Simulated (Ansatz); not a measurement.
## Scan of H2C–GaH, triplet

Starting geometry (PBE0/def2-TZVP stationary point for this spin, not checked as a minimum):

```xyz
5

C     0.0000    0.0830    1.6257
Ga    0.0000   -0.0367   -0.3269
H     0.0000    1.0336    2.1585
H     0.0000   -0.7851    2.2796
H     0.0000    1.3026   -1.1958
```

From there Ga2, H5 move together along the line of the two atoms named below, all else staying in place; atoms are numbered as listed. Energies are in eV, counted from the starting geometry at the same level. Kohn–Sham curves are unrestricted where that lies lower.

Basis cc-pVDZ; Ansatz 0.2.0. Only valence electrons are correlated (noble-gas cores and the filled d shells of p-block atoms frozen). Prefix R: restricted or restricted open-shell reference; prefix U: unrestricted. No spin–orbit coupling is included, and no scalar relativity.

Unrestricted rows (U, and Kohn–Sham where it breaks symmetry) aren't spin-pure: their determinants' ⟨S²⟩ exceeds S(S+1) by up to 0.21, so they mix in states of higher spin.

In so small a basis the reference is far from its limit while semilocal and hybrid functionals are nearer theirs (RPA and double hybrids share much of the reference's basis error), so the functionals' errors here hold much of the reference's basis and frozen-core error, which can add to them or hide them.

Full CI isn't at hand for all of this; UCCSDT(Q) serves as the reference, and is uncertain by about the last step of the cluster series.

| distance C1-Ga2 (Å) | UCCSDT(Q) | PBE | r2SCAN | PBE0 | B3LYP | wB97M-V | B2PLYP | PBE-QIDH | RPA-PBE |
| --- | --- | --- | --- | --- | --- | --- | --- | --- | --- |
| 1.572 | 2.456 | 2.174 | 2.098 | 2.129 | 2.204 | 2.130 | 2.272 | 2.204 | 2.541 |
| 1.793 | 0.364 | 0.305 | 0.266 | 0.272 | 0.308 | 0.268 | 0.314 | 0.277 | 0.392 |
| 1.956 | 0.000 | 0.000 | 0.000 | 0.000 | 0.000 | 0.000 | 0.000 | 0.000 | 0.000 |
| 2.122 | 0.095 | 0.110 | 0.152 | 0.154 | 0.114 | 0.163 | 0.125 | 0.169 | 0.079 |
| 2.414 | 0.702 | 0.696 | 0.800 | 0.818 | 0.708 | 0.851 | 0.764 | 0.890 | 0.658 |
| 2.655 | 1.263 | 1.236 | 1.371 | 1.399 | 1.236 | 1.451 | 1.347 | 1.532 | 1.196 |
| 3.097 | 1.908 | 1.948 | 2.081 | 2.084 | 1.872 | 2.102 | 1.996 | 2.195 | 1.854 |
| 3.578 | 2.068 | 2.283 | 2.381 | 2.341 | 2.132 | 2.298 | 2.197 | 2.371 | 2.071 |
| 4.361 | 2.095 | 2.431 | 2.489 | 2.428 | 2.231 | 2.371 | 2.255 | 2.413 | 2.071 |
| 5.301 | 2.102 | 2.464 | 2.509 | 2.447 | 2.249 | 2.392 | 2.266 | 2.424 | 2.037 |
| 6.495 | 2.106 | 2.472 | 2.513 | 2.451 | 2.252 | 2.400 | 2.269 | 2.427 | 2.033 |
